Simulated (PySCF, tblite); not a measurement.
# Complex of C2H4N(+) and water

A gas-phase complex of C2H4N(+) and water; charge +1, singlet. The structure comes from a short search (6 tight-binding starts) and was relaxed by PBE0-D3(BJ)/def2-SVPD; another way of binding may lie lower. No frequency run checks that it is a minimum.

Parts: 1 = C2H4N(+) (CC#[NH+]), atoms 1–7, charge +1; 2 = water (O), atoms 8–10.

Coordinates in Å:
```
C1     -1.053    0.230    0.175
C2      0.209   -0.389   -0.122
N3      1.216   -0.884   -0.359
H4     -0.973    1.316    0.018
H5     -1.826   -0.183   -0.490
H6     -1.320    0.027    1.223
H7      2.204   -1.364   -0.585
O8      3.417   -1.954   -0.856
H9      4.182   -1.947   -0.270
H10     3.643   -2.414   -1.673
```

Contacts between parts, classed by geometry: H7···O8 1.376 Å (hydrogen bond, 180°).

Deforming the relaxed parts to their shape here costs 5.6 kcal/mol, which the interaction energies leave out.

Interaction energies are complex less parts, with the parts frozen as they stand in it; counterpoise-corrected, in kcal/mol (PySCF).

Give the interaction energy at each level run.


```
                  level  interaction  superposition error removed
wB97M-D3(BJ)/def2-TZVPD       -29.81                        -0.15
 PBE0-D3(BJ)/def2-TZVPD       -31.38                        -0.17
```

What holds them together? Decompose the wB97M-D3(BJ)/def2-TZVPD energy: frozen parts, their antisymmetrised product, then relaxation.

electrostatic -32.3, Pauli repulsion +37.2, orbital relaxation -33.9, dispersion correction -0.9 kcal/mol, which sum to the value before the counterpoise correction; the Pauli term holds the exchange-correlation of the frozen density too. Of the attraction, 50 % is orbital relaxation, 48 % is electrostatic, 1 % is dispersion correction.

The parts were also relaxed and run alone, at the levels used for the complex: shieldings by PBE0/pcSseg-2.

What does binding change?


```json
{"property": "N3–H7 bond (Å)", "alone": "1.014", "in the complex": "1.122", "change": "+0.108"}
{"property": "shielding of H7 (ppm)", "alone": "25.17", "in the complex": "14.43", "change": "-10.75"}
{"property": "shielding of O8 (ppm)", "alone": "328.9", "in the complex": "298.2", "change": "-30.7"}
{"property": "shielding of N3 (ppm)", "alone": "109.4", "in the complex": "73.0", "change": "-36.4"}
```

Density functionals tend to overstate the lengthening and the red shift of so strongly bound an X–H bond.
